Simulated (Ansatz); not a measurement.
Cost and result for the atomization energy of C3H7NS (`CN(C)C=S`) (12 atoms, 11 bonds).

Cartesian coordinates in Å:
```
C -0.7185 -0.1509 1.1348
N -0.0660 0.0184 -0.1387
C 1.3745 0.0484 -0.1173
C -0.7473 0.1328 -1.2807
S -2.3710 0.1127 -1.5039
H -1.7958 -0.1253 0.9781
H -0.4237 0.6519 1.8171
H -0.4347 -1.1090 1.5810
H 1.7338 0.8756 0.5033
H 1.7567 0.1774 -1.1293
H 1.7737 -0.8845 0.2936
H -0.0817 0.2525 -2.1379
```

Charge 0, multiplicity 1. The geometry is a stationary point of PBE0-D4/def2-TZVP. It is one conformer, not always the lowest. Program: Ansatz. All runs use 4 threads of an Intel Xeon 6975P-C on a shared host. Times are those of one run each, without the atoms' runs, and a repeat can differ threefold. Electronic energies, without spin–orbit coupling; frozen cores. CCSD(T)/CBS adds CCSD(T) − MP2 in def2-TZVPP to the MP2 limit, and its time is that of the two runs behind it. T1 = 0.015. HSE06 is the plane-wave form, built on full-range PBE exchange.

CCSD(T)/CBS is a level of theory with its own doubt, some kJ/mol a heavy atom from the limit and from the frozen cores, so smaller differences don't rank the functionals.

```csv
level,functions,wall time
LDA (SPW92)/def2-TZVPP,264,0.8 s
PBE-D4/def2-TZVPP (with forces),264,1.5 s
PBE0-D4/def2-TZVPP,264,1.7 s
BHLYP-D4/def2-TZVPP,264,1.8 s
HSE06-D4/def2-TZVPP,264,1.9 s
r2SCAN-D4/def2-TZVPP (with forces),264,2.2 s
CCSD(T)/def2-SVP,109,2.8 s
B97M-V/def2-TZVPP,264,3.4 s
B2PLYP/def2-TZVPP,264,3.4 s
ωB97X-V/def2-TZVPP,264,3.8 s
MP2/def2-QZVPP,508,18 s
CCSD(T)/def2-TZVPP,264,48 s
CCSD(T)/CBS(def2),–,66 s
```

(1) What atomization energy does each give, and how far from CCSD(T)/CBS? (Best estimate.)

Results:

(1) The calculation gave: 
| level | atomization (kJ/mol) | difference from CCSD(T)/CBS | per bond |
| --- | --- | --- | --- |
| LDA (SPW92)/def2-TZVPP | 5315.8 | 736.4 | 66.9 |
| PBE-D4/def2-TZVPP (with forces) | 4731.9 | 152.5 | 13.9 |
| PBE0-D4/def2-TZVPP | 4632.9 | 53.5 | 4.9 |
| BHLYP-D4/def2-TZVPP | 4454.2 | -125.2 | -11.4 |
| HSE06-D4/def2-TZVPP | 4636.9 | 57.5 | 5.2 |
| r2SCAN-D4/def2-TZVPP (with forces) | 4605.5 | 26.1 | 2.4 |
| CCSD(T)/def2-SVP | 4351.8 | -227.6 | -20.7 |
| B97M-V/def2-TZVPP | 4606.8 | 27.4 | 2.5 |
| B2PLYP/def2-TZVPP | 4548.8 | -30.6 | -2.8 |
| ωB97X-V/def2-TZVPP | 4602.0 | 22.6 | 2.1 |
| MP2/def2-QZVPP | 4599.3 | 19.9 | 1.8 |
| CCSD(T)/def2-TZVPP | 4457.5 | -121.9 | -11.1 |
| CCSD(T)/CBS(def2) | 4579.4 | 0.0 | 0.0 |

From BLYP to BHLYP (50 % exact exchange), in def2-TZVPP and without D4, the atomization energy moves by −132.5 kJ/mol: exact exchange takes away binding that semilocal exchange gives to molecules. In def2-TZVPP, CCSD(T) changes the Hartree–Fock value by +1200.8 kJ/mol (the triples alone add +80.6 kJ/mol) and MP2 by +1270.8 kJ/mol; breaking electron pairs costs correlation energy, which Hartree–Fock lacks. At CCSD(T), def2-SVP lies −227.6 kJ/mol from the extrapolated value and def2-TZVPP −121.9 kJ/mol: correlation converges slowly with the basis, and small sets miss more of it in the bonded molecule than in its fragments.
